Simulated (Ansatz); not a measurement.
A calculation on rock-salt HfN returned lattice constant a 4.521 Å, bulk modulus 280 GPa.

For reference: lattice constant a 4.524 Å (measured, room temperature, no zero-point or thermal correction; as tabulated in Seo, Lee, Wen, Petrov, Greene, Gall, J. Appl. Phys. 96, 878 (2004)); bulk modulus 260 GPa (measured, room temperature, no zero-point or thermal correction, our sources range from 260 to 306; as tabulated in Synthesis of Binary Transition Metal Nitrides, Carbides and Borides from the …).

Question: Which level of theory produced these numbers?
(A) PBE (Ansatz, a program for electronic structure)
(B) Hartree–Fock (Ansatz)
(C) PBE0 (Ansatz)
(D) PBE+SOC (Ansatz)

Answer: C, PBE0 (Ansatz)

The others give: PBE 4.547 Å, 263 GPa; PBE+SOC 4.545 Å, 263 GPa; Hartree–Fock 4.581 Å, 287 GPa.

Unless a cell is named, each level is at its own relaxed cell (Hartree–Fock 12.01, PBE 11.76, PBE+SOC 11.74, PBE0 11.55 Å³/atom).

Ansatz's density-functional and Hartree–Fock values are scalar-relativistic unless marked +SOC, with PAW data made under PBE.
